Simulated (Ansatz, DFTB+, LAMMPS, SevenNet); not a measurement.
## fcc Cu, longitudinal phonon frequency at L

Reference value: 247 cm⁻¹ (measured, temperature not stated, not corrected to a static lattice; as tabulated in He et al. (2014), arXiv:1309.4805).

```
level (code)                       value (cm⁻¹)  cell (Å³/atom)
---------------------------------  ------------  --------------
EAM Cu_mishin1.eam.alloy (LAMMPS)           260           11.81
EAM u3 (LAMMPS)                             252           11.81
GFN1-xTB as cut by DFTB+                    161           13.63
SevenNet-0                                  233           11.79
LDA (Ansatz)                                274           10.89
PBE (Ansatz)                                  ?           11.95
PBEsol (Ansatz)                             263           11.31
r²SCAN (Ansatz)                               ?           11.44
```

Q: Fill in the missing entries.

A: 
- PBE (Ansatz, a quantum-chemistry and plane-wave program), value (cm⁻¹): 242
- r²SCAN (Ansatz), value (cm⁻¹): 258

Differences against the reference: EAM Cu_mishin1.eam.alloy +5.3 %, EAM u3 +2.0 %, GFN1-xTB as cut by DFTB+ -35 %, SevenNet-0 -5.7 %, LDA +10.9 %, PBE -2.0 %, PBEsol +6.5 %, r²SCAN +4.5 %.

Once the reference is moved by up to 3.0 % (a margin picked here for doubts on the reference and the settings, and for temperature and zero-point motion) and values within 1.0 % count as equal, the nearest can be EAM u3 (+2.0 %), PBE (-2.0 %) or r²SCAN (+4.5 %). Farthest off among them: GFN1-xTB as cut by DFTB+ (-35 %).

The reference isn't brought to a static lattice, while the calculations are for one, so the differences are not the levels' errors alone.  GFN1-xTB as cut by DFTB+: the method was fitted mainly to molecules. GFN1-xTB as cut by DFTB+: codes differ in how they cut the long-range tail of xTB's charge interaction in a crystal, so the value belongs to this code. Each level is taken at its own relaxed cell. Cutoffs differ between the levels. Ansatz's density-functional and Hartree–Fock values are scalar-relativistic unless marked +SOC, with PAW data made under PBE.

Empirical potentials (EAM Cu_mishin1.eam.alloy, EAM u3) are fitted to chosen data: where that held the value shown, agreement is built in, and what lay outside the fit can be far off. Machine-learned potentials (SevenNet-0) are trained on DFT data: a solid inside that data is no test of them.

Differences are worked out from the printed values.
